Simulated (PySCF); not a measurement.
PySCF input (PBE/aug-cc-pVQZ):

```python
import numpy as np, basis_set_exchange as bse
from pyscf import gto, scf, dft, df
from pyscf.prop.nmr import rks as nmr

basis = {'H': gto.basis.parse(bse.get_basis('aug-cc-pVQZ', elements=['H'], fmt='nwchem')), 'O': gto.basis.parse(bse.get_basis('aug-cc-pVQZ', elements=['O'], fmt='nwchem'))}
mol = gto.M(
    atom='''
    O     0.00702152    0.00134342    0.11666744
    H    -0.04995842    0.75929218   -0.47415850
    H    -0.00621371   -0.77003954   -0.45918106
    ''',
    basis=basis,
    charge=0,
    verbose=4,
    max_memory=2472,
)
mf = dft.RKS(mol, xc='pbe')
mf.grids.level = 3
mf.conv_tol = 1e-9
mf.max_cycle = 100
print('smallest overlap eigenvalue', np.linalg.eigvalsh(mol.intor('int1e_ovlp'))[0])
mf.kernel()
dip = mf.dip_moment()
n = nmr.NMR(mf)
n.verbose = 2
n.max_cycle_cphf = 60
sigma = n.kernel()
for i, x in enumerate(sigma):
    print(mol.atom_symbol(i), i + 1, round(x.trace() / 3, 3))
```

Output:

```
PySCF version 2.14.0

[INPUT] verbose = 4
[INPUT] num. atoms = 3
[INPUT] num. electrons = 10
[INPUT] charge = 0
[INPUT] spin (= nelec alpha-beta = 2S) = 0
[INPUT] symmetry False subgroup None
[INPUT] Mole.unit = angstrom
[INPUT] Symbol           X                Y                Z      unit          X                Y                Z       unit  Magmom
[INPUT]  1 O      0.007021520000   0.001343420000   0.116667440000 AA    0.013268749778   0.002538695870   0.220469509254 Bohr   0.0
[INPUT]  2 H     -0.049958420000   0.759292180000  -0.474158500000 AA   -0.094407731416   1.434854268724  -0.896029704635 Bohr   0.0
[INPUT]  3 H     -0.006213710000  -0.770039540000  -0.459181060000 AA   -0.011742210117  -1.455163835686  -0.867726444987 Bohr   0.0

nuclear repulsion = 9.14066426299023
number of shells = 26
number of NR pGTOs = 189
number of NR cGTOs = 172
basis = {'H': [[0, [82.64, 0.0, 0.0, 0.002006, 0.0], [12.41, 0.0, 0.0, 0.015343, 0.0], [2.824, 0.0, 0.0, 0.075579, 0.0], [0.7977, 1.0, 0.0, 0.256875, 0.0], [0.2581, 0.0, 1.0, 0.497368, 0.0], [0.08989, 0.0, 0.0, 0.296133, 1.0]], [0, [0.02363, 1.0]], [1, [2.292, 1.0, 0.0, 0.0], [0.838, 0.0, 1.0, 0.0], [0.292, 0.0, 0.0, 1.0]], [1, [0.0848, 1.0]], [2, [2.062, 1.0, 0.0], [0.662, 0.0, 1.0]], [2, [0.19, 1.0]], [3, [1.397, 1.0]], [3, [0.36, 1.0]]], 'O': [[0, [61420.0, 9e-05, 0.0, 0.0, -2e-05, 0.0], [9199.0, 0.000698, 0.0, 0.0, -0.000159, 0.0], [2091.0, 0.003664, 0.0, 0.0, -0.000829, 0.0], [590.9, 0.015218, 0.0, 0.0, -0.003508, 0.0], [192.3, 0.052423, 0.0, 0.0, -0.012156, 0.0], [69.32, 0.145921, 0.0, 0.0, -0.036261, 0.0], [26.97, 0.305258, 0.0, 0.0, -0.082992, 0.0], [11.1, 0.398508, 0.0, 0.0, -0.15209, 0.0], [4.682, 0.21698, 0.0, 0.0, -0.115331, 0.0], [1.428, 0.017594, 1.0, 0.0, 0.288979, 0.0], [0.5547, -0.002502, 0.0, 1.0, 0.586128, 0.0], [0.2067, 0.000954, 0.0, 0.0, 0.277624, 1.0]], [0, [0.06959, 1.0]], [1, [63.42, 0.0, 0.006044, 0.0, 0.0], [14.66, 0.0, 0.041799, 0.0, 0.0], [4.459, 0.0, 0.161143, 0.0, 0.0], [1.531, 1.0, 0.356731, 0.0, 0.0], [0.5302, 0.0, 0.448309, 1.0, 0.0], [0.175, 0.0, 0.24494, 0.0, 1.0]], [1, [0.05348, 1.0]], [2, [3.775, 1.0, 0.0, 0.0], [1.3, 0.0, 1.0, 0.0], [0.444, 0.0, 0.0, 1.0]], [2, [0.154, 1.0]], [3, [2.666, 1.0, 0.0], [0.859, 0.0, 1.0]], [3, [0.324, 1.0]], [4, [1.846, 1.0]], [4, [0.714, 1.0]]]}
ecp = {}
smallest overlap eigenvalue 7.700875786867106e-05

******** <class 'pyscf.dft.rks.RKS'> ********
method = RKS
initial guess = minao
damping factor = 0
level_shift factor = 0
DIIS = <class 'pyscf.scf.diis.CDIIS'>
diis_start_cycle = 1
diis_space = 8
diis_damp = 0
SCF conv_tol = 1e-09
SCF conv_tol_grad = None
SCF max_cycles = 100
direct_scf = True
direct_scf_tol = 1e-13
XC library pyscf.dft.libxc version 7.1.2
    S. Lehtola, C. Steigemann, M. J. T. Oliveira, and M. A. L. Marques,  SoftwareX 7, 1–5 (2018)
XC functionals = pbe
    J. P. Perdew, K. Burke, and M. Ernzerhof,  Phys. Rev. Lett. 77, 3865 (1996)
    J. P. Perdew, K. Burke, and M. Ernzerhof,  Phys. Rev. Lett. 78, 1396 (1997)
    J. P. Perdew, K. Burke, and M. Ernzerhof,  Phys. Rev. Lett. 77, 3865 (1996)
    J. P. Perdew, K. Burke, and M. Ernzerhof,  Phys. Rev. Lett. 78, 1396 (1997)
radial grids:
    Treutler-Ahlrichs [JCP 102, 346 (1995); DOI:10.1063/1.469408] (M4) radial grids

becke partition: Becke, JCP 88, 2547 (1988); DOI:10.1063/1.454033
pruning grids: <function nwchem_prune>
grids dens level: 3
symmetrized grids: False
atomic radii adjust function: <function treutler_atomic_radii_adjust>
small_rho_cutoff = 0
Set gradient conv threshold to 3.16228e-05
Initial guess from minao.
tot grids = 33704
init E= -76.3307670765335
  HOMO = -0.402346910732327  LUMO = -0.0462598172432465  gap/eV = 9.68962
cycle= 1 E= -76.2757512275314  delta_E= 0.055  |g|= 0.791  |ddm|= 3.51
  HOMO = -0.0849642444950405  LUMO = -0.0107077711898528  gap/eV = 2.02062
cycle= 2 E= -75.7609814231057  delta_E= 0.515  |g|= 1.78  |ddm|= 2.35
  HOMO = -0.288952745214402  LUMO = -0.0387476657245642  gap/eV = 6.80843
cycle= 3 E= -76.3853199941169  delta_E= -0.624  |g|= 0.0667  |ddm|= 1.66
  HOMO = -0.263948034035906  LUMO = -0.0332270916223791  gap/eV = 6.27824
cycle= 4 E= -76.3863599374359  delta_E= -0.00104  |g|= 0.0137  |ddm|= 0.098
  HOMO = -0.265509869556553  LUMO = -0.0343183528483948  gap/eV = 6.29104
cycle= 5 E= -76.3863884845168  delta_E= -2.85e-05  |g|= 0.00325  |ddm|= 0.013
  HOMO = -0.265989108370057  LUMO = -0.0344791761828489  gap/eV = 6.29971
cycle= 6 E= -76.3863905308058  delta_E= -2.05e-06  |g|= 0.0001  |ddm|= 0.00343
  HOMO = -0.266010329401752  LUMO = -0.0344929207151949  gap/eV = 6.29991
cycle= 7 E= -76.3863905321615  delta_E= -1.36e-09  |g|= 6.54e-06  |ddm|= 0.000114
  HOMO = -0.266010641952093  LUMO = -0.0344932144400829  gap/eV = 6.29991
cycle= 8 E= -76.3863905321675  delta_E= -6e-12  |g|= 1.1e-06  |ddm|= 9.67e-06
  HOMO = -0.266011063549165  LUMO = -0.0344932302153396  gap/eV = 6.29992
Extra cycle  E= -76.3863905321672  delta_E= 2.42e-13  |g|= 2.25e-06  |ddm|= 3.56e-06
converged SCF energy = -76.3863905321672
Dipole moment(X, Y, Z, Debye): -0.10725, -0.02052, -1.78207
O 1 326.763
H 2 31.029
H 3 31.029
```
